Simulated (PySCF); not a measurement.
## Ionisation energy of F by level of theory

F [He] 2s2 2p5 (2P) → F⁺ [He] 2s2 2p4 (3P), as a difference of total energies. Calculation: PySCF 2.14, in cc-pVTZ (4s3p2d1f, 30 functions); no relativity, point nucleus. Correlated levels: valence: 1s2 frozen. The calculations carry no spin-orbit coupling.

| method | ionisation energy (eV) | error (eV) |
| --- | --- | --- |
| UHF | 15.654 | -1.773 |
| B3LYP | 17.658 | +0.231 |
| MN15 | 17.594 | +0.167 |
| MP2 (valence) | 17.194 | -0.233 |
| SCS-MP2 (valence) | 17.181 | -0.246 |
| CCSD (valence) | 17.089 | -0.338 |
| CCSD(T) (valence) | 17.131 | -0.296 |

Reference: 17.427 eV (measured; NIST levels, between the centres of gravity of the two terms).

Errors of the correlated levels include the incompleteness of this basis and the frozen core.
